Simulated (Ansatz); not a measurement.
An Ansatz input:

```yaml
crystal:
  lattice:
    - [12.0, 0.0, 0.0]
    - [0.0, 12.3, 0.0]
    - [0.0, 0.0, 12.6]
  atoms:
    - { symbol: F, position: [0.5, 0.5, 0.4435904761] }
    - { symbol: F, position: [0.5, 0.5, 0.5564095239] }
hamiltonian:
  xc: revpbe
  pseudopotentials:
    kind: paw
    azcp:
      F: "pseudopotentials/F.paw.azcp"
basis:
  ecutwfc: 420
  fft_grid_basis: typed
kpoints:
  mp_grid: { grid: [1, 1, 1], shift: [0, 0, 0] }
magnetization:
  spin_polarized: false
scf:
  occupations: { method: fermi_dirac, width: 0.01 }
```

Terminal output

```
Engine: ansatz 0.2.0, x86_64-unknown-linux-gnu
Pseudopotentials: kind: paw
Pseudopotential: F, paw, valence charge 7, recommended cutoff 420 eV (normal) 
Functional definition: revPBE
  parameter kappa = 1.245
  parameter beta = 0.06672455060314922
  exchange = pbe_x(kappa = kappa, mu = beta*pi^2/3)
  correlation = pbe_c(beta = beta)
Crystal: 2 atoms, lattice volume = 1859.760 Å³
Basis set: ecut = 420 eV, 36331 PW (Γ)
Bands: 11, of which v1, the nominal top of the filled ones, is band 7 counted from 1 (6 counted from 0)
Symmetry: 8 space group operations
Space group: Pmmm (ITA 47), of the structure as read, at distance tolerance 1.2e-4 Å
k-points: 1
Non-local potential: F, projectors of the file, l = 0: 2, l = 1: 2, l = 2: 1
PAW form: soft (Blöchl's): semilocal exchange-correlation on the pseudo side does not see the compensation charge
PAW frozen core: F, regenerated for the run's functional, and the local potential with it (the file was generated under x = pbe(κ = 0.804, μ = 0.2195149727645171), c = pbe(β = 0.06672455060314922))
PAW one-centre angular grid: F, 110 points (default); XC on 64 Gauss nodes
Initial density: superposition of atomic densities (neutral atoms: chi_scale 0, normalization atom), corrected by the library's trained network
Initial wavefunctions: pseudopotential atomic-orbital guess
Functional: x = revpbe(κ = 1.245, μ = 0.2195149727645171), c = pbe(β = 0.06672455060314922)
SCF iter   1: F=—  HF=-1614.470247 eV  |F-HF|=—  |Δ(HF+E_count)|=         —  Δρ=2.94e-4  dr2=5.29e-4  ethr=1.77e-3  ⟨swp⟩=5.0  Hψ=69  notcnv=0
SCF iter   2: F=—  HF=-1614.471539 eV  |F-HF|=—  |Δ(HF+E_count)|=   1.29e-3  Δρ=1.70e-4  dr2=8.99e-5  ethr=3.78e-6  ⟨swp⟩=5.0  Hψ=37  notcnv=0
SCF iter   3: F=—  HF=-1614.472095 eV  |F-HF|=—  |Δ(HF+E_count)|=   5.55e-4  Δρ=6.67e-5  dr2=1.69e-5  ethr=6.42e-7  ⟨swp⟩=5.0  Hψ=28  notcnv=0
SCF iter   4: F=—  HF=-1614.472305 eV  |F-HF|=—  |Δ(HF+E_count)|=   2.10e-4  Δρ=8.43e-6  dr2=4.50e-7  ethr=1.21e-7  ⟨swp⟩=4.0  Hψ=28  notcnv=0
iter 5 did not close the SCF: its close was put off for the readings that it lacked (scf_convergence_deferred on its scf_iter line)
SCF iter   5: F=-1614.472305 eV  HF=-1614.472305 eV  |F-HF|=1.03e-9  |Δ(HF+E_count)|=   7.52e-8  Δρ=3.00e-6  dr2=5.41e-8  ethr=3.21e-9  ⟨swp⟩=2.0  Hψ=18  notcnv=0
SCF iter   6: F=-1614.472305 eV  HF=-1614.472305 eV  |F-HF|=9.32e-12  |Δ(HF+E_count)|=   1.15e-8  Δρ=2.77e-7  dr2=5.54e-10  ethr=3.86e-10  ⟨swp⟩=1.0  Hψ=30  notcnv=0
SCF 1 converged in 6 iterations: F = -1614.472305 eV  dr2 = 5.54e-10
SCF converged after 6 iterations
Free energy (F): -1614.472305 eV
Harris-Foulkes:  -1614.472305 eV  (|F-HF|=9.32e-12)
Internal energy: -1614.472305 eV  (E = F + TS)
E sigma→0 (E₀):  -1614.472305 eV
Fermi energy:    -7.527646 eV
--- Per-component energies (eV) ---
  E_band       = -241.023788
  E_kinetic    = 404.106582
  E_local      = -3095.105652  (includes V_loc(G=0)·N_el)
  E_nonlocal   = 145.301327
  E_hartree    = 1316.427540
  E_xc         = -157.236901
  E_vxc        = -200.562274  (∫ρ·V_xc dr)
  E_paw        = -400.366414  (= ΣΔE_a)
  E_vpaw       = -127.622881  (= ΣTr[D̂ρ^β])
  E_aug_tail   = 0.004027  (compensation charges beyond the density's cutoff)
  E_ewald      = 172.430507
  E_core_change = -0.033320  (= ΣΔE_core)
  E_smearing   = -0.000000  (= −TS)
  E_closure    = 0.000000  (closes the sum)
  Σ components = -1614.472305   (vs F -1614.472305, Δ=0.00e0)
```
